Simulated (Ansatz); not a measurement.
A made-up structure of MgH₂OF (charge +1), singlet:

O1  (-0.536, 0.387, -0.303)
Mg2  (0.636, -0.464, 0.362)
F3  (1.660, -1.200, 0.938)
H4  (-1.151, 0.860, 0.263)
H5  (-0.610, 0.417, -1.260)
(Å)

It is relaxed with PBE-D4/def2-SVP and then PBE0-D4/def2-TZVP (Ansatz 0.2.0). Atoms count as bonded within 1.22 times the sum of their covalent radii (H–H: 0.88 Å). The end point is not checked to be a true minimum.

Does its bonding change? (A judgement: the text doesn't fix the answer.)

The calculation gives: No: no bond forms or breaks.

Where it ends: The first stage lowers the energy by 4.69 eV in 6 steps. It ends as MgH₂OF ([OH2][Mg][F]), total charge +1:
| atom | x (Å) | y (Å) | z (Å) |
| --- | --- | --- | --- |
| O1 | -0.6618 | 0.4776 | -0.3737 |
| Mg2 | 0.7874 | -0.5709 | 0.4456 |
| F3 | 2.0486 | -1.4829 | 1.1582 |
| H4 | -1.3378 | 0.9927 | 0.0902 |
| H5 | -0.8364 | 0.5835 | -1.3202 |

Labels in which every atom is bracketed show which atoms are joined, not bond orders.

For scale, one of the runs: PBE0-D4/def2-TZVP relaxation, 106 basis functions, launched by `ansatz run in.yaml --threads 2 --pin off --events-out ev --progress --plain --max-ram 4352MiB`. The run took about 8 s on 2 CPU threads of an Arm Neoverse V2 (shared host).
